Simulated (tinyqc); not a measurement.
ROHF in the sto-3g basis, for CH2, spin multiplicity 3, step by step. One step of it, computed by the program tinyqc.

Task: Orthogonalisation. S = U s U^T; canonical form X = U s^(-1/2), so that X^T S X = 1. Each column of U has its largest component positive (the first on a tie).

overlap S, lower triangle:
```
           1C 1s     1C 2s    1C 2px     1C 2py    1C 2pz     2H 1s     3H 1s
1C 1s   1.000000
1C 2s   0.248362  1.000000
1C 2px  0.000000  0.000000  1.000000
1C 2py  0.000000  0.000000  0.000000   1.000000
1C 2pz  0.000000  0.000000  0.000000   0.000000  1.000000
2H 1s   0.067541  0.510928  0.000000   0.380781  0.290465  1.000000
3H 1s   0.067541  0.510928  0.000000  -0.380781  0.290465  0.197745  1.000000
```

Give: eigenvalues of S; X.

Result:

eigenvalues of S: 0.2482  0.3536  0.8630  1.0000  1.1027  1.4486  1.9838

X:
```
              1        2        3       4        5        6       7
1C 1s   -0.2765   0.0000   0.7873  0.0000  -0.6013   0.0000  0.1545
1C 2s    1.3343   0.0000  -0.3562  0.0000  -0.3112   0.0000  0.4151
1C 2px   0.0000   0.0000   0.0000  1.0000   0.0000   0.0000  0.0000
1C 2py   0.0000   1.0764   0.0000  0.0000   0.0000   0.6383  0.0000
1C 2pz   0.7066   0.0000   0.6089  0.0000   0.6496   0.0000  0.2138
2H 1s   -0.9145  -0.9136  -0.1436  0.0000   0.1149   0.3760  0.3621
3H 1s   -0.9145   0.9136  -0.1436  0.0000   0.1149  -0.3760  0.3621
```
